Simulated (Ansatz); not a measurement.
A run of Ansatz (development build ahead of 0.2.0) on triplet OH(+) at this shape:

```yaml
atoms:
  - { symbol: O, position_ang: [0.0000, 0.0000, 0.0000] }
  - { symbol: H, position_ang: [0.0000, 0.0000, 1.3390] }
```

Its results:

```
Converged                       : yes
Total energy                    : -75.13057 hartree
Spin squared of the determinant : 2.013
Stability test                  : minimum
```

Forces (eV/Å):
| atom | Fx | Fy | Fz |
| --- | --- | --- | --- |
| O1 | 0.000 | 0.000 | 2.970 |
| H2 | 0.000 | 0.000 | -2.970 |

(1) Which input gives this output? Name the method, the orbitals and the basis set, and write the input.

## Answers

(1) PBE (unrestricted) in 6-31G.

```yaml
crystal:
  periodic: [false, false, false]
  atoms:
    - { symbol: O, position_ang: [0.0, 0.0, 0.0] }
    - { symbol: H, position_ang: [0.0, 0.0, 1.339] }
basis:
  gaussian: { orbitals: "6-31G" }
total_charge: 1
magnetization:
  spin_polarized: true
  initial_magnetization: 2
hamiltonian:
  xc: pbe
output:
  forces: true
```
